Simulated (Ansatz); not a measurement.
Saddle point of CH$_{7}$NSi, closed shell (CH₄Si ([CH3][SiH]) + NH₃ → CH₇NSi ([CH3][SiH2][NH2]); bonds formed: Si1–H3; dative contacts that become bonds: Si1–N4; bonds broken: H3–N4), PBE0-D4/def2-TZVP structure:

```json
{"atom": "Si1", "x (Å)": "-0.7389", "y (Å)": "0.1700", "z (Å)": "0.4334"}
{"atom": "C2", "x (Å)": "0.8945", "y (Å)": "1.1010", "z (Å)": "0.5765"}
{"atom": "H3", "x (Å)": "-1.3023", "y (Å)": "-1.3625", "z (Å)": "0.4094"}
{"atom": "N4", "x (Å)": "-0.4884", "y (Å)": "-1.3543", "z (Å)": "-0.6627"}
{"atom": "H5", "x (Å)": "-1.5778", "y (Å)": "0.9621", "z (Å)": "-0.5238"}
{"atom": "H6", "x (Å)": "1.6210", "y (Å)": "0.5533", "z (Å)": "1.1798"}
{"atom": "H7", "x (Å)": "1.3185", "y (Å)": "1.2746", "z (Å)": "-0.4178"}
{"atom": "H8", "x (Å)": "0.7320", "y (Å)": "2.0724", "z (Å)": "1.0527"}
{"atom": "H9", "x (Å)": "0.2279", "y (Å)": "-2.0132", "z (Å)": "-0.3907"}
{"atom": "H10", "x (Å)": "-0.6865", "y (Å)": "-1.4035", "z (Å)": "-1.6569"}
```

Energies are electronic, without zero-point energy. Barriers and step energies count from the start structure reached by relaxing down the imaginary mode; all methods use the PBE0-D4 structures, on which another method's saddle can fall below an end. Ansatz 0.2.0; basis: def2-TZVPP, with def2-QZVPP for the basis limit; cores frozen in the correlated methods. B3LYP uses VWN-RPA correlation. Extrapolation: Hartree–Fock as exp(−7.88 √X), correlation as X^−2.97.

```json
{"method": "SPW92", "barrier (kcal/mol)": "24.67", "step energy (kcal/mol)": "-37.52"}
{"method": "PBE-D4", "barrier (kcal/mol)": "27.89", "step energy (kcal/mol)": "-37.40"}
{"method": "BLYP-D4", "barrier (kcal/mol)": "?", "step energy (kcal/mol)": "-38.48"}
{"method": "r2SCAN-D4", "barrier (kcal/mol)": "28.99", "step energy (kcal/mol)": "-42.50"}
{"method": "B97M-V", "barrier (kcal/mol)": "32.43", "step energy (kcal/mol)": "-40.49"}
{"method": "PBE0-D4", "barrier (kcal/mol)": "32.04", "step energy (kcal/mol)": "-40.01"}
{"method": "B3LYP-D4", "barrier (kcal/mol)": "33.00", "step energy (kcal/mol)": "-40.83"}
{"method": "r2SCAN0-D4", "barrier (kcal/mol)": "32.60", "step energy (kcal/mol)": "-43.30"}
{"method": "BHLYP-D4", "barrier (kcal/mol)": "37.96", "step energy (kcal/mol)": "-43.75"}
{"method": "CAM-B3LYP-D4", "barrier (kcal/mol)": "34.14", "step energy (kcal/mol)": "-42.85"}
{"method": "wB97X-V", "barrier (kcal/mol)": "?", "step energy (kcal/mol)": "-42.99"}
{"method": "wB97M-V", "barrier (kcal/mol)": "35.27", "step energy (kcal/mol)": "-40.24"}
{"method": "B2PLYP", "barrier (kcal/mol)": "33.35", "step energy (kcal/mol)": "-42.37"}
{"method": "PBE-QIDH", "barrier (kcal/mol)": "34.42", "step energy (kcal/mol)": "-42.93"}
{"method": "RPA on PBE", "barrier (kcal/mol)": "35.05", "step energy (kcal/mol)": "-39.38"}
{"method": "HF", "barrier (kcal/mol)": "?", "step energy (kcal/mol)": "-46.85"}
{"method": "MP2", "barrier (kcal/mol)": "33.69", "step energy (kcal/mol)": "-43.58"}
{"method": "CCSD", "barrier (kcal/mol)": "37.86", "step energy (kcal/mol)": "-41.64"}
{"method": "CCSD(T)", "barrier (kcal/mol)": "35.55", "step energy (kcal/mol)": "-40.85"}
```

Problem. Fill in the withheld barriers. (To be estimated.)

Solution. The calculation gives: HF 46.60; BLYP-D4 30.04; wB97X-V 34.68 kcal/mol. Each is the energy of the saddle less that of the start structure, by the same method.

For comparison, the barrier by CCSD(T) at an estimated basis limit (MP2 extrapolated from triple and quadruple zeta, plus CCSD(T) − MP2 in triple zeta) is 34.43 kcal/mol.

No T1 diagnostic of these runs exceeds 0.013. The restricted Hartree–Fock reference is unstable towards an unrestricted one at one or more of these structures.

Losses and insertions of silylenes and their heavier kin drive the gas-phase chemistry of silicon and germanium vapour deposition.

Labels in which every atom is bracketed show which atoms are joined, not bond orders.

For scale, one of the runs: CCSD(T)/def2-TZVPP, 202 basis functions, launched by `ansatz run in.yaml --threads 2 --pin off --events-out ev --progress --plain --max-ram 4352MiB`. Hardware: 2 CPU threads, shared host. Wall time 18 s; peak host memory 2.7 GiB.
